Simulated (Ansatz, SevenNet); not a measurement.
Polycrystal shear modulus (GPa) of solids drawn from the class of oxides, at two levels: the machine-learned potential SevenNet-0 (trained on PBE and PBE+U data), and PBE (PAW; Ansatz, a program for electronic structure).

```tsv
solid	SevenNet-0	PBE	shift (%)
cubic perovskite BaHfO₃	98.2	99.0	+0.8
SiO₂ (P4₁2₁2, No. 92)	41.1	41.2	+0.2
stishovite (SiO2)	206	200	-2.9
rutile TiO₂	92.8	109	+17.5
rutile SnO₂	77.3	84.3	+9.1
rock-salt MgO	88.0	117	+33
cubic perovskite KTaO₃	113	122	+8.0
corundum (α-Al2O3)	135	146	+8.1
rock-salt CaO	68.7	74.1	+7.9
anatase TiO₂ (metastable phase)	48.7	55.7	+14.4
```

The shifts run from -2.9 % to +33 %, with a median of +8.1 %.

Over all 10 rows PBE is the larger in 9.

Database compounds that came out metallic weren't drawn.

Ansatz's runs of these crystals have no spin polarisation.

Spin–orbit coupling is left out, also for the solids with elements from indium on (cubic perovskite BaHfO3, rutile SnO2, cubic perovskite KTaO3); its size isn't shown.

Each level is taken at its own relaxed cell. Ansatz's density-functional and Hartree–Fock values are scalar-relativistic unless marked +SOC, with PAW data made under PBE.
